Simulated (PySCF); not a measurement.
Gas-phase reaction: 2 NH₃ + C₄H₈ (cyclic) → 2 (CH₃)₂NH

Energies from PySCF, thermal terms from the rigid-rotor harmonic-oscillator model, ideal gas at 1 bar. † marks an energy on the PBE0/def2-TZVP geometry and frequencies; other levels use their own. MP2 and CCSD(T) freeze the core. 6-31G* has spherical d functions here. All species are closed-shell singlets. B3LYP is the form with VWN-RPA correlation. MP2 isn't extrapolated to the basis-set limit; its ΔH°(298 K) is 8.7 kJ in def2-SVP and 37.2 kJ in def2-TZVPP. CCSD(T) isn't extrapolated to the basis-set limit. The harmonic model lacks anharmonicity and excited electronic states, which grow with temperature; levels with a mode under 35 cm⁻¹ are left out. Internal rotation in (CH₃)₂NH is treated as a harmonic vibration of one conformer, which makes the entropy rough.

```csv
level,"ΔE electronic, kJ","ΔH°(298 K), kJ","ΔS°(298 K), J/K","ΔG°(2500 K), kJ"
B3LYP/6-31G*,-45,-35,-107,218
B3LYP/def2-TZVP†,2,10,-105,258
CCSD(T)/def2-SVP†,-9,-1,-105,247
HF/6-31G*,-32,-21,-107,235
M06-2X/def2-TZVP†,-2,6,-105,254
MP2/def2-TZVPP†,29,37,-105,285
PBE/def2-SVP,-23,-16,-107,236
r2SCAN/def2-TZVP†,5,13,-105,261
LDA/def2-TZVP†,-13,-5,-105,243
ωB97M-V/def2-TZVP†,12,20,-105,268
```
ΔH° is lowest at B3LYP/6-31G* and highest at MP2/def2-TZVPP†. No reference value is set beside these.
